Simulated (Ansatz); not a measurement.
This script makes a ladder of basis sets of FH2SSi, SMILES F[SiH2][S] with the Ansatz DFT code, driven from Python.

The script, `basis_fh2ssi.py`:
```python
"""Basis-set convergence for FH2SSi."""

import ansatz as az
from ase import Atoms

atoms = Atoms(["F", "Si", "S", "H", "H"], positions=[
    (-0.3612, 0.0044, 1.58),
    (0.0738, -0.0844, 0.0458),
    (-1.2072, 1.1114, -1.2045),
    (0.0622, -1.491, -0.3817),
    (1.4823, 0.386, -0.081),
])
system = az.Crystal.molecule_from_ase(atoms)

model = system.calculation()
model = model.functional("b3lyp", dispersion="d4").spin("collinear", total=1)

energies = {}
for basis in ["STO-3G", "6-31G", "6-31G*", "def2-SVP", "def2-SVPD", "def2-TZVP", "def2-TZVPP"]:
    r = model.basis(gaussian=basis).run().report
    size = r["n_frozen"] + r["n_occupied"][0] + r["n_virtual"][0]
    energies[basis] = (r["reference_energy_ev"] / 27.211386246, r["free_energy_ev"] / 27.211386246)
    print(f"{basis:14s} {size:4d} orbitals  reference {energies[basis][0]:14.6f} Ha  total {energies[basis][1]:14.6f} Ha")

last = energies["def2-TZVPP"][1]
for basis, (_, total) in energies.items():
    print(f"{basis:14s} lies {27.211386 * (total - last):9.4f} eV above def2-TZVPP")
```

How far does the total energy move along this ladder of basis sets?

Against STO-3G: 6-31G -9188.1 mHa, 6-31G* -9283.6 mHa, def2-SVP -9022.3 mHa, def2-SVPD -9041.1 mHa, def2-TZVP -9400.5 mHa and def2-TZVPP -9401.0 mHa. The last step alone is -0.51 mHa (these two sets differ little on atoms other than hydrogen). From the first set to the last the time grows from 1.4 to 15.5 s.

The run itself:

Output of `python basis_fh2ssi.py`:
```text
STO-3G           25 orbitals  reference    -779.481517 Ha  total    -779.486996 Ha
6-31G            39 orbitals  reference    -788.669634 Ha  total    -788.675113 Ha
6-31G*           57 orbitals  reference    -788.765124 Ha  total    -788.770603 Ha
def2-SVP         60 orbitals  reference    -788.503856 Ha  total    -788.509335 Ha
def2-SVPD        90 orbitals  reference    -788.522589 Ha  total    -788.528069 Ha
def2-TZVP       117 orbitals  reference    -788.881995 Ha  total    -788.887474 Ha
def2-TZVPP      143 orbitals  reference    -788.882504 Ha  total    -788.887983 Ha
STO-3G         lies  255.8139 eV above def2-TZVPP
6-31G          lies    5.7925 eV above def2-TZVPP
6-31G*         lies    3.1941 eV above def2-TZVPP
def2-SVP       lies   10.3035 eV above def2-TZVPP
def2-SVPD      lies    9.7938 eV above def2-TZVPP
def2-TZVP      lies    0.0138 eV above def2-TZVPP
def2-TZVPP     lies    0.0000 eV above def2-TZVPP
```

Caveats:
- The drop along the ladder measures the basis error, and is no property of the molecule.
- The geometry is a force-field or estimated start, not a minimum of this method, and the last set is no limit. Much of the fall in a total is atomic energy, which cancels in bond and reaction energies.
- The species is open-shell (spin multiplicity 2).
- Total less reference energy is the dispersion correction.
- b3lyp holds the VWN-RPA fit, as in Gaussian; the form of ORCA and Turbomole is b3lyp5.
- Totals across families of basis sets mostly measure their core functions.
- Run time: 52 s on 1 thread of Arm Neoverse V1, with other jobs on the host, peak memory 0.51 GiB.
